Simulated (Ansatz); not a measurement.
## CH4OSi, SMILES O=C[SiH3]: vertical and adiabatic energies of changing the electron count

Run with Ansatz 0.2.0, Python API.

The script reads `ch4osi.xyz`:
```text
7

O    -1.78010   -0.94240   -0.28790
C    -0.64880   -0.96060    0.00370
Si    0.36040    0.59530   -0.02260
H    -0.06430   -1.88020    0.28960
H     0.47590    1.20760   -1.37740
H    -0.10010    1.63440    0.95130
H     1.81820    0.27790    0.39770
```

Script `adiabatic_ch4osi.py`:
```python
"""Vertical and adiabatic ionisation of CH4OSi."""

from dataclasses import dataclass
import itertools

import ansatz as az
from ase.data import atomic_numbers, covalent_radii
import numpy as np


@dataclass
class Options:
    basis_set: str = "def2-SVP"
    xc: str = "CAM-B3LYP"
    charge: int = 1


cfg = Options()

system = az.Crystal.molecule_from_extxyz("ch4osi.xyz")

calc = system.calculation().basis(gaussian=cfg.basis_set).functional(cfg.xc)
symbols = [site.symbol for site in system.cartesian_sites]
start = np.array([site.position_ang for site in system.cartesian_sites], dtype=float)
summary = calc.relax(force_tolerance=0.01).run().report
end = np.array(summary["positions_ang"])

minimum = az.Crystal.molecule()
for symbol, place in zip(symbols, end):
    minimum = minimum.atom(symbol, place.tolist())
ion = minimum.calculation()
ion = ion.basis(gaussian=cfg.basis_set)
ion = ion.functional(cfg.xc)
ion = ion.charge(cfg.charge)
ion = ion.spin("collinear", total=1)
vertical = ion.run().report
settled = ion.relax(force_tolerance=0.01, max_steps=80).run().report
print(f"vertical ionisation energy   {vertical['free_energy_ev'] - summary['free_energy_ev']:.3f} eV")
print(f"adiabatic, no zero point     {settled['free_energy_ev'] - summary['free_energy_ev']:.3f} eV")
print(f"relaxation energy of the ion {vertical['free_energy_ev'] - settled['free_energy_ev']:.3f} eV")
ionised = np.array(settled["positions_ang"])
# pairs closer than 1.2 times the sum of covalent radii, before or after
radius = [covalent_radii[atomic_numbers[s]] for s in symbols]
span = lambda where, i, j: np.linalg.norm(where[i] - where[j])
bonded = [(i, j) for i, j in itertools.combinations(range(len(symbols)), 2) if min(span(end, i, j), span(ionised, i, j)) < 1.2 * (radius[i] + radius[j])]
print("pair        before    after (A)")
for i, j in bonded:
    print(f"{symbols[i]}{i}-{symbols[j]}{j}".ljust(10), f"{span(end, i, j):8.4f} {span(ionised, i, j):8.4f}")
for first, second in list(itertools.combinations(bonded, 2)):
    shared = set(first) & set(second)
    if shared and symbols[(j := shared.pop())] != "H":
        i, k = sorted((set(first) | set(second)) - {j})
        u, v = ionised[i] - ionised[j], ionised[k] - ionised[j]
        angle = np.degrees(np.arccos(np.clip(u @ v / np.linalg.norm(u) / np.linalg.norm(v), -1, 1)))
        print(f"final angle {symbols[i]}{i}-{symbols[j]}{j}-{symbols[k]}{k}: {angle:.2f} deg")
```

```console
$ python adiabatic_ch4osi.py
vertical ionisation energy   9.623 eV
adiabatic, no zero point     9.244 eV
relaxation energy of the ion 0.379 eV
pair        before    after (A)
O0-C1        1.2053   1.1673
C1-Si2       1.9304   2.1025
C1-H3        1.1252   1.1293
Si2-H4       1.4859   1.4722
Si2-H5       1.4860   1.4768
Si2-H6       1.4887   1.4768
final angle O0-C1-Si2: 120.04 deg
final angle O0-C1-H3: 124.59 deg
final angle Si2-C1-H3: 115.38 deg
final angle C1-Si2-H4: 102.22 deg
final angle C1-Si2-H5: 97.58 deg
final angle C1-Si2-H6: 97.62 deg
final angle H4-Si2-H5: 117.95 deg
final angle H4-Si2-H6: 117.95 deg
final angle H5-Si2-H6: 116.65 deg
```

The energies are electronic: no zero-point or thermal terms, and the basis set is short of its limit. The product may relax into another structure. Each relaxation finds its nearest minimum, which needn't be the lowest. Finished in 97 s on 1 thread of Arm Neoverse V2, on a shared host, peak memory 0.24 GiB.
